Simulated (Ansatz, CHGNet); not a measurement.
## How well does each level of theory give the c axis length of graphite?

Reference value: 6.67 Å (measured, low temperature, zero-point motion not removed; as tabulated in Berland et al. (2010), arXiv:1007.3305).

```csv
level (code),value (Å),difference (%)
CHGNet-r²SCAN,7.102,+6.48
LDA (Ansatz),6.653,-0.25
PBE (Ansatz),8.718,+31
PBE-D3(BJ) (Ansatz),6.741,+1.06
r²SCAN (Ansatz),7.061,+5.86
r²SCAN-D4 (Ansatz),6.753,+1.24
r²SCAN+rVV10 (Ansatz),6.678,+0.12
HSE06 (Ansatz),8.008,+20
```

Once the reference is moved by up to 0.47 % (a margin picked here for doubts on the reference and the settings, and for temperature and zero-point motion) and values within 0.17 % count as equal, the nearest can be r²SCAN+rVV10 (+0.12 %) or LDA (-0.25 %). Farthest off among them: PBE (+31 %). Within 2 %: LDA, PBE-D3(BJ), r²SCAN-D4, r²SCAN+rVV10.

The reference isn't brought to a static lattice, while the calculations are for one, so the differences are not the levels' errors alone.  LDA: LDA has no dispersion term either, though it tends to give short spacings of layers, chains or molecules. PBE: for a layered or molecular solid the relaxed cell lies over 5 % above the published volume, where the minimum can be shallow. PBE, r²SCAN, HSE06: the cell comes from a level without a dispersion term, which matters for the spacing of layers, chains or molecules. Cutoffs and k meshes differ between the levels. Ansatz's density-functional and Hartree–Fock values are scalar-relativistic unless marked +SOC, with PAW data made under PBE.

Machine-learned potentials (CHGNet-r²SCAN) are trained on DFT data: a solid inside that data is no test of them.

Differences are worked out from the printed values.

Ansatz is a program for electronic structure.
